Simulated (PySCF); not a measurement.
Isomers of C4H4O, one GFN2-xTB conformer each. Single-point energies are computed at PBE0/pcSseg-1 (PySCF, gas phase, no added dispersion term), electronic only.

Problem. Rank them by PBE0/pcSseg-1 energy, lowest first (kJ/mol).
A. 2-cyclobutene-1-one (`O=C1C=CC1`)
B. `o1cccc1` (furan)
C. `C#CC(C)=O`
D. 2-butynal, `C(#CC)C=O`

Solution. B (0.0), A (81.2), D (139.5), C (142.8).

As drawn, the lowest has an aromatic ring, which the highest lacks; the highest has a C=O bond and a C≡C bond, which the lowest lacks. Neighbours under 10 kJ/mol apart (CC#CC=O and C#CC(C)=O) can change places with a better method, another conformer or zero-point energy. GFN2-xTB itself gives, in the same order: 0.0, 143.9, 182.4, 185.1. Both levels put the same isomer lowest; measured from each level's own lowest isomer, the values differ by up to 62.7 kJ/mol (O=C1C=CC1: 143.9 against 81.2).

Problem. Which frontier levels, dipoles and rotational constants go with these structures?

Solution. 
```
   SMILES  HOMO (eV, PBE0/pcSseg-1)  LUMO (eV)  dipole (D)      A, B, C (MHz)
  c1ccoc1                     -6.68       0.35        0.59   9699, 9357, 4763
O=C1C=CC1                     -7.39      -1.55        3.36  12956, 5350, 3879
  CC#CC=O                     -7.79      -1.73        4.07  42833, 2151, 2075
C#CC(C)=O                     -7.90      -1.74        3.12  10194, 4134, 2996
```
